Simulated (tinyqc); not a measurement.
Inside a calculation. Method: RKS/PBE in the sto-3g basis, for H2O, spin multiplicity 1. One step of it, computed by the program tinyqc.

Question. Iteration 1: building the Kohn-Sham matrix. J_ij = sum D_kl (ij|kl); F = H + J + V_xc; E = tr D H + tr D J / 2 + E_xc + E_nn.

D at the start:
```
            1O 1s      1O 2s    1O 2px     1O 2py     1O 2pz      2H 1s      3H 1s
1O 1s    2.143480  -0.490577  0.000000   0.000000   0.014302  -0.016558  -0.016558
1O 2s   -0.490577   2.088526  0.000000   0.000000  -0.072863   0.053056   0.053056
1O 2px   0.000000   0.000000  1.308100   0.000000   0.000000   0.000000   0.000000
1O 2py   0.000000   0.000000  0.000000   1.166356   0.000000   0.119668  -0.119668
1O 2pz   0.014302  -0.072863  0.000000   0.000000   1.252031   0.060129   0.060129
2H 1s   -0.016558   0.053056  0.000000   0.119668   0.060129   0.995162   0.052647
3H 1s   -0.016558   0.053056  0.000000  -0.119668   0.060129   0.052647   0.995162
```

core Hamiltonian H = T + V (hartree):
```
             1O 1s      1O 2s     1O 2px     1O 2py     1O 2pz      2H 1s      3H 1s
1O 1s   -32.592948  -7.582514   0.000000   0.000000  -0.013523  -1.293324  -1.293324
1O 2s    -7.582514  -9.215773   0.000000   0.000000  -0.164707  -2.994454  -2.994454
1O 2px    0.000000   0.000000  -7.359515   0.000000   0.000000   0.000000   0.000000
1O 2py    0.000000   0.000000   0.000000  -7.488591   0.000000  -1.808945   1.808945
1O 2pz   -0.013523  -0.164707   0.000000   0.000000  -7.417586  -1.255802  -1.255802
2H 1s    -1.293324  -2.994454   0.000000  -1.808945  -1.255802  -4.584494  -0.998188
3H 1s    -1.293324  -2.994454   0.000000   1.808945  -1.255802  -0.998188  -4.584494
```

Two-electron integrals (ij|kl) in chemists' order, unique and non-zero (hartree):
```
(11|11) 4.785065    (21|11) 0.741380    (21|21) 0.136873    (22|11) 1.118947
(22|21) 0.256633    (22|22) 0.817206    (31|31) 0.024477    (32|31) 0.037809
(32|32) 0.180518    (33|11) 1.115814    (33|21) 0.256684    (33|22) 0.817023
(33|33) 0.880159    (41|41) 0.024477    (42|41) 0.037809    (42|42) 0.180518
(43|43) 0.047444    (44|11) 1.115814    (44|21) 0.256684    (44|22) 0.817023
(44|33) 0.785270    (44|44) 0.880159    (51|51) 0.024477    (52|51) 0.037809
(52|52) 0.180518    (53|53) 0.047444    (54|54) 0.047444    (55|11) 1.115814
(55|21) 0.256684    (55|22) 0.817023    (55|33) 0.785270    (55|44) 0.785270
(55|55) 0.880159    (61|11) 0.127015    (61|21) 0.023265    (61|22) 0.043385
(61|33) 0.043300    (61|41) 0.000889    (61|42) 0.001671    (61|44) 0.043480
(61|51) 0.000596    (61|52) 0.001121    (61|54) 0.000121    (61|55) 0.043381
(61|61) 0.004006    (62|11) 0.323440    (62|21) 0.075175    (62|22) 0.266791
(62|33) 0.262145    (62|41) 0.004696    (62|42) 0.036576    (62|44) 0.271578
(62|51) 0.003150    (62|52) 0.024533    (62|54) 0.006327    (62|55) 0.266389
(62|61) 0.013043    (62|62) 0.109795    (63|31) 0.007688    (63|32) 0.045400
(63|43) 0.007507    (63|53) 0.005035    (63|63) 0.015267    (64|11) 0.198553
(64|21) 0.046727    (64|22) 0.177041    (64|33) 0.169094    (64|41) 0.010237
(64|42) 0.068252    (64|44) 0.190056    (64|51) 0.001709    (64|52) 0.015328
(64|54) 0.009025    (64|55) 0.171771    (64|61) 0.008448    (64|62) 0.088529
(64|64) 0.085821    (65|11) 0.133178    (65|21) 0.031342    (65|22) 0.118749
(65|33) 0.113419    (65|41) 0.001709    (65|42) 0.015328    (65|44) 0.117409
(65|51) 0.008835    (65|52) 0.055681    (65|54) 0.010183    (65|55) 0.125284
(65|61) 0.005667    (65|62) 0.059380    (65|64) 0.047324    (65|65) 0.047010
(66|11) 0.477581    (66|21) 0.112795    (66|22) 0.460313    (66|33) 0.442066
(66|41) 0.008761    (66|42) 0.095252    (66|44) 0.479423    (66|51) 0.005876
(66|52) 0.063890    (66|54) 0.025057    (66|55) 0.458873    (66|61) 0.019721
(66|62) 0.243433    (66|64) 0.223979    (66|65) 0.150233    (66|66) 0.774606
(71|11) 0.127015    (71|21) 0.023265    (71|22) 0.043385    (71|33) 0.043300
(71|41) -0.000889   (71|42) -0.001671   (71|44) 0.043480    (71|51) 0.000596
(71|52) 0.001121    (71|54) -0.000121   (71|55) 0.043381    (71|61) 0.003937
(71|62) 0.012588    (71|64) 0.007489    (71|65) 0.005475    (71|66) 0.018840
(71|71) 0.004006    (72|11) 0.323440    (72|21) 0.075175    (72|22) 0.266791
(72|33) 0.262145    (72|41) -0.004696   (72|42) -0.036576   (72|44) 0.271578
(72|51) 0.003150    (72|52) 0.024533    (72|54) -0.006327   (72|55) 0.266389
(72|61) 0.012588    (72|62) 0.086189    (72|64) 0.048430    (72|65) 0.045208
(72|66) 0.153216    (72|71) 0.013043    (72|72) 0.109795    (73|31) 0.007688
(73|32) 0.045400    (73|43) -0.007507   (73|53) 0.005035    (73|63) 0.011498
(73|73) 0.015267    (74|11) -0.198553   (74|21) -0.046727   (74|22) -0.177041
(74|33) -0.169094   (74|41) 0.010237    (74|42) 0.068252    (74|44) -0.190056
(74|51) -0.001709   (74|52) -0.015328   (74|54) 0.009025    (74|55) -0.171771
(74|61) -0.007489   (74|62) -0.048430   (74|64) -0.016275   (74|65) -0.024898
(74|66) -0.078423   (74|71) -0.008448   (74|72) -0.088529   (74|74) 0.085821
(75|11) 0.133178    (75|21) 0.031342    (75|22) 0.118749    (75|33) 0.113419
(75|41) -0.001709   (75|42) -0.015328   (75|44) 0.117409    (75|51) 0.008835
(75|52) 0.055681    (75|54) -0.010183   (75|55) 0.125284    (75|61) 0.005475
(75|62) 0.045208    (75|64) 0.024898    (75|65) 0.034853    (75|66) 0.087463
(75|71) 0.005667    (75|72) 0.059380    (75|74) -0.047324   (75|75) 0.047010
(76|11) 0.099532    (76|21) 0.023332    (76|22) 0.089492    (76|33) 0.087540
(76|44) 0.089544    (76|51) 0.001554    (76|52) 0.014288    (76|55) 0.091293
(76|61) 0.003996    (76|62) 0.035830    (76|64) 0.025157    (76|65) 0.021809
(76|66) 0.081316    (76|71) 0.003996    (76|72) 0.035830    (76|74) -0.025157
(76|75) 0.021809    (76|76) 0.014470    (77|11) 0.477581    (77|21) 0.112795
(77|22) 0.460313    (77|33) 0.442066    (77|41) -0.008761   (77|42) -0.095252
(77|44) 0.479423    (77|51) 0.005876    (77|52) 0.063890    (77|54) -0.025057
(77|55) 0.458873    (77|61) 0.018840    (77|62) 0.153216    (77|64) 0.078423
(77|65) 0.087463    (77|66) 0.292238    (77|71) 0.019721    (77|72) 0.243433
(77|74) -0.223979   (77|75) 0.150233    (77|76) 0.081316    (77|77) 0.774606
```

nuclear repulsion = 8.11585877 hartree

V_xc (hartree):
```
            1O 1s      1O 2s     1O 2px     1O 2py     1O 2pz      2H 1s      3H 1s
1O 1s   -3.095804  -0.417906   0.000000   0.000000   0.000357  -0.072285  -0.072285
1O 2s   -0.417906  -0.783714   0.000000   0.000000  -0.009678  -0.251395  -0.251395
1O 2px   0.000000   0.000000  -0.770682   0.000000   0.000000   0.000000   0.000000
1O 2py   0.000000   0.000000   0.000000  -0.784162   0.000000  -0.170777   0.170777
1O 2pz   0.000357  -0.009678   0.000000   0.000000  -0.776303  -0.117537  -0.117537
2H 1s   -0.072285  -0.251395   0.000000  -0.170777  -0.117537  -0.487451  -0.079968
3H 1s   -0.072285  -0.251395   0.000000   0.170777  -0.117537  -0.079968  -0.487451
```

E_xc = sum of w rho eps_xc = -9.24902663 hartree

Give: Coulomb J; Kohn-Sham matrix F; total energy of this density.

Answer.

Coulomb J (hartree):
```
          1O 1s   1O 2s  1O 2px   1O 2py  1O 2pz   2H 1s    3H 1s
1O 1s   17.1726  3.2186  0.0000   0.0000  0.0106  0.5480   0.5480
1O 2s    3.2186  7.9907  0.0000   0.0000  0.1293  2.6302   2.6302
1O 2px   0.0000  0.0000  7.9467   0.0000  0.0000  0.0000   0.0000
1O 2py   0.0000  0.0000  0.0000   8.0208  0.0000  1.7560  -1.7560
1O 2pz   0.0106  0.1293  0.0000   0.0000  7.9803  1.2137   1.2137
2H 1s    0.5480  2.6302  0.0000   1.7560  1.2137  4.7892   0.8966
3H 1s    0.5480  2.6302  0.0000  -1.7560  1.2137  0.8966   4.7892
```

Kohn-Sham matrix F (hartree):
```
           1O 1s    1O 2s   1O 2px   1O 2py   1O 2pz    2H 1s    3H 1s
1O 1s   -18.5161  -4.7818   0.0000   0.0000  -0.0025  -0.8176  -0.8176
1O 2s    -4.7818  -2.0088   0.0000   0.0000  -0.0451  -0.6156  -0.6156
1O 2px    0.0000   0.0000  -0.1835   0.0000   0.0000   0.0000   0.0000
1O 2py    0.0000   0.0000   0.0000  -0.2519   0.0000  -0.2238   0.2238
1O 2pz   -0.0025  -0.0451   0.0000   0.0000  -0.2136  -0.1596  -0.1596
2H 1s    -0.8176  -0.6156   0.0000  -0.2238  -0.1596  -0.2827  -0.1816
3H 1s    -0.8176  -0.6156   0.0000   0.2238  -0.1596  -0.1816  -0.2827
```

total energy of this density = -75.703491 hartree

This density is the starting one; it is not idempotent, so its energy is not variational and may lie below the converged one.
